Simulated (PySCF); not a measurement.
oxygen (O₂), SMILES O=O (connectivity only; charge and spin as stated), neutral, multiplicity 3.

Geometry: PBE0-D3(BJ)/def2-TZVPD.

Two levels are set side by side: PBE/def2-TZVPD (PySCF) and B3LYP/def2-TZVPD (PySCF). Same geometry, gas phase. Differences are taken from unrounded values.

| quantity | B3LYP | PBE | PBE minus B3LYP |
|---|---|---|---|
| α-spin orbital gap (eV) | 9.70 | 7.60 | -2.10 |
| β-spin orbital gap (eV) | 9.70 | 7.46 | -2.24 |
| mean polarisability (bohr³) | 10.6 | 10.8 | 0.2 |

Rough cost on one machine, each run with all the roots and properties that it gave: B3LYP against PBE within a factor of 2.
